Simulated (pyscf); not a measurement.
Structures and frequencies: ωB97X-D3(BJ)/def2-SVP in PySCF.

Problem. Estimate by transition-state theory the rate constant of Cl–Ga(Cl)–SeH + hydrogen chloride (HCl) → H₂Se + Cl–Ga(Cl)–Cl (singlet surface; Ga–Se, Cl–H broken, H–Se, Cl–Ga formed) at 298 K, with ωB97M-D3(BJ)/def2-TZVP energies (ideal gas, 1 atm, RRHO with modes under 100 cm⁻¹ raised to 100, one conformer, R ln 2 for rigid chiral ones; no tunnelling).

Solution. The electronic barrier is 2.2 kcal/mol and the thermal terms add +9.4, so ΔG‡ = 11.5 kcal/mol. With k_BT/h = 6.21e+12 s⁻¹ and RT = 0.592 kcal/mol, and a volume of 4.06e-20 cm³ per molecule at 1 atm, k = 8.8e-16 cm³ molecule⁻¹ s⁻¹. Wigner's tunnelling factor for 766i cm⁻¹ would be 1.57, likely too low at so high a frequency. A shift of 1 kcal/mol in the barrier changes k by a factor 5.4. On the reactant side the descent ends in an adduct with a Cl–Ga contact, 7.7 kcal/mol under the separated species and 6.0 kcal/mol under the saddle at ωB97X-D3(BJ)/def2-TZVP. On the product side the descent ends in an adduct with a Ga–Se contact, 20.8 kcal/mol under the separated species and 18.5 kcal/mol under the saddle at ωB97X-D3(BJ)/def2-TZVP. What is counted as formed (Cl–Ga) is already present as a longer contact in the reactant adduct; forming that adduct is a step of its own. What is counted as broken (Ga–Se) persists as a longer contact in the product adduct; parting that adduct is a step of its own. At ωB97X-D3(BJ) the barrier from the zero used here is -1.7 kcal/mol. One saddle was located; it need not be the lowest between these sides. Elements up to Kr have no core potential and no relativistic terms here.
